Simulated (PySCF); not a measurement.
Simulated outer-valence photoelectron spectrum of silanethione (`[SiH2]=S`). Method used: EOM-IP-CCSD/aug-cc-pVDZ in PySCF, restricted Hartree–Fock reference, frozen core, non-relativistic, gas phase, PBE0-D3(BJ)/def2-SVP geometry.

Each root has a Gaussian of 0.8 eV full width with its one-hole share as area; cross sections and vibrations are left out, and the highest printed point is 100.

(ionisation energy (eV), intensity): (8.2, 0), (8.4, 2), (8.6, 9), (8.8, 27), (9.0, 59), (9.2, 90), (9.4, 100), (9.6, 87), (9.8, 76), (10.0, 85), (10.2, 99), (10.4, 92), (10.6, 62), (10.8, 30), (11.0, 10), (11.2, 4), (11.4, 9), (11.6, 27), (11.8, 59), (12.0, 89), (12.2, 96), (12.4, 73), (12.6, 41), (12.8, 22), (13.0, 28), (13.2, 54), (13.4, 85), (13.6, 95), (13.8, 75), (14.0, 42), (14.2, 17), (14.4, 5), (14.6, 1), (14.8, 0), (15.0, 0), (15.2, 0), (15.4, 0), (15.6, 0), (15.8, 0), (16.0, 0), (16.2, 2), (16.4, 9), (16.6, 26), (16.8, 55), (17.0, 81), (17.2, 84), (17.4, 62), (17.6, 32), (17.8, 12), (18.0, 3), (18.2, 1)

Problem. Where are the maxima, and how many lines lie under the curve?

Solution. 5 maxima, at 9.4, 10.3, 12.1, 13.6 and 17.1 eV, from 5 lines.

Problem. List the lines with their holes.

Solution. 
```
E (eV)  leading hole (HF orbital)  area  Koopmans (eV)
  9.34                       HOMO  0.95           9.82
 10.28                     HOMO-1  0.95          10.28
 12.14                     HOMO-2  0.95          12.76
 13.57                     HOMO-3  0.93          14.50
 17.12                     HOMO-4  0.84          18.85
```

The widest gap, 3.55 eV, lies between 13.57 and 17.12 eV. Only orbitals with −ε under 21 eV, eight at most, were ionised, so the high end of the curve may lack lines.
